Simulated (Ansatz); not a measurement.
A made-up structure of BSiH3Cl, doublet:

```xyz
6
angstrom
B -0.1527 0.0775 0.7855
Si 0.2383 -0.2914 -1.0420
Cl -0.5867 1.7638 1.4393
H 0.2143 0.7419 -2.0158
H 0.5497 -1.6383 -1.3667
H -0.1705 -0.6529 1.6736
```

It is relaxed with PBE-D4/def2-SVP and then PBE0-D4/def2-TZVP (Ansatz 0.2.0). Atoms count as bonded within 1.22 times the sum of their covalent radii (H–H: 0.88 Å). The end point is not checked to be a true minimum.

Problem. Does its bonding change? (A judgement: the text doesn't fix the answer.)

Solution. By the calculation: No: no bond forms or breaks.

Where it ends: The first stage lowers the energy by 0.36 eV in 4 steps. It ends as BSiH₃Cl ([SiH2][BH][Cl]):
B1  (-0.178, 0.127, 0.876)
Si2  (0.223, -0.274, -0.975)
Cl3  (-0.572, 1.763, 1.359)
H4  (0.222, 0.738, -2.057)
H5  (0.564, -1.635, -1.449)
H6  (-0.166, -0.718, 1.719)
(Å)

Labels in which every atom is bracketed show which atoms are joined, not bond orders.

For scale, one of the runs: PBE0-D4/def2-TZVP relaxation, 123 basis functions, launched by `ansatz run in.yaml --threads 2 --pin off --events-out ev --progress --plain --max-ram 4352MiB`. The run took about 12 s on 2 CPU threads of an Intel Xeon Platinum 8488C (shared host).
